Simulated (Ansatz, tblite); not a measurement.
# The cluster Ti₂Cl₂: a ladder of methods and basis sets

Aim: run the singlet of the cluster Ti₂Cl₂ at one geometry on many levels, and compare frontier levels, spin and run time.

Method: as each input shows; program: Ansatz 0.2.0, Gaussian basis.

The runs, in order: GFN1-xTB, GFN2-xTB, PBE-D4/def2-TZVP, r2SCAN-D4/def2-TZVP, HF/def2-TZVP, PBE-QIDH/def2-TZVP, PBE-D4/def2-SVP, PBE0-D4/def2-SVP, HF/STO-3G, HF/6-31G, B3LYP-D4/6-31G, PBE0-D4/def2-TZVPD, PBE-D4/def2-TZVPD, r2SCAN-D4/def2-TZVPD, CCSD(T)/def2-TZVPP, MP2/def2-TZVP, RPA/def2-TZVP.

1 further run of the same task is left out (set aside as unsound or not needed). Runs told in other sessions of the task aren't counted.

## (1) The geometry

The singlet was relaxed beforehand with PBE-D4/def2-SVP. At that level it is the lowest of the isomers that a small search found.

4 atoms, charge 0, spin multiplicity 1.

Bond lengths: Ti1–Cl3 2.387 Å, Ti1–Cl4 2.386 Å, Ti2–Cl3 2.386 Å, Ti2–Cl4 2.386 Å. Angles: Cl3–Ti1–Cl4 127.3°, Cl3–Ti2–Cl4 127.4°, Ti1–Cl3–Ti2 52.6°, Ti1–Cl4–Ti2 52.6°.

As a file:

```mol
Cl2Ti2
  3D, bonds by distance, orders not assigned

  4  4  0  0  0  0  0  0  0  0999 V2000
    0.5255    0.8742   -0.2809 Ti  0  0
   -0.5251   -0.8730    0.2814 Ti  0  0
    1.8430   -0.9274    0.5641 Cl  0  0
   -1.8434    0.9262   -0.5646 Cl  0  0
  1  3  8  0
  1  4  8  0
  2  3  8  0
  2  4  8  0
M  END
```

No spin-orbit coupling is included.

PBE0-D4/def2-TZVP was run before; its log isn't repeated, and its numbers join the tables.

## (2) GFN1-xTB

Tight binding, by tblite at 300 K electronic temperature and without a spin-polarisation term:

```python
tblite.interface.Calculator('GFN1-xTB', numbers, positions, charge=0, uhf=0).singlepoint()
```

Energy -299.2538 eV, HOMO -10.00 eV, LUMO -9.63 eV; 0.006 s.

## (3) GFN2-xTB

Tight binding, by tblite at 300 K electronic temperature and without a spin-polarisation term:

```python
tblite.interface.Calculator('GFN2-xTB', numbers, positions, charge=0, uhf=0).singlepoint()
```

Energy -328.9122 eV, HOMO -9.17 eV, LUMO -9.03 eV; 0.006 s.

## (4) PBE-D4/def2-TZVP

start.molden holds the orbitals of an earlier run on this state, given as this run's starting guess.

File in.yaml:

```yaml
crystal:
  periodic: [false, false, false]
  atoms:
    - {symbol: Ti, position_ang: [0.525524, 0.874212, -0.280912]}
    - {symbol: Ti, position_ang: [-0.525095, -0.872969, 0.281402]}
    - {symbol: Cl, position_ang: [1.842977, -0.927436, 0.564124]}
    - {symbol: Cl, position_ang: [-1.843417, 0.926194, -0.564613]}
basis:
  gaussian: {orbitals: def2-TZVP, initial_orbitals: start.molden}
hamiltonian: {xc: pbe, dispersion: d4}
scf: {omitted_lower_state_checks: [starts]}
output: {forces: true, orbitals: {seedname: orbitals}}
```

Started as:

```console
> ansatz run in.yaml --threads 4 --pin off --events-out ev --progress --plain --max-ram 4787MiB
```

After this run come: r2SCAN-D4/def2-TZVP; HF/def2-TZVP; PBE-QIDH/def2-TZVP; PBE-D4/def2-SVP; PBE0-D4/def2-SVP; HF/STO-3G; HF/6-31G; B3LYP-D4/6-31G; PBE0-D4/def2-TZVPD; PBE-D4/def2-TZVPD; r2SCAN-D4/def2-TZVPD; CCSD(T)/def2-TZVPP; MP2/def2-TZVP; RPA/def2-TZVP.

Before running them: what should the planned runs give, taken together? Wanted: gap in def2-TZVP, named functionals and Hartree-Fock, smallest and largest; correlation energy, CCSD(T)/def2-TZVPP; correlation energy, MP2/def2-TZVP; binding an atom, functionals in def2-TZVP; PBE0 total energy, smallest basis above largest.

**Answer**, as computed:

| quantity | value |
| --- | --- |
| gap in def2-TZVP, named functionals and Hartree-Fock, smallest and largest | 0.26 eV (PBE-D4), 5.37 eV (HF) |
| correlation energy, CCSD(T)/def2-TZVPP | -38.53 eV |
| correlation energy, MP2/def2-TZVP | -28.89 eV |
| binding an atom, functionals in def2-TZVP | 2.39 (PBE-QIDH) to 2.64 eV (PBE0-D4) |
| PBE0 total energy, smallest basis above largest | 14.75 eV (def2-SVP, def2-TZVPD) |

Over the named functionals and Hartree-Fock in def2-TZVP the gap runs from 0.26 eV (PBE-D4) to 5.37 eV (HF); exact exchange widens it. Notes on CCSD(T)/def2-TZVPP: state flagged by the program.
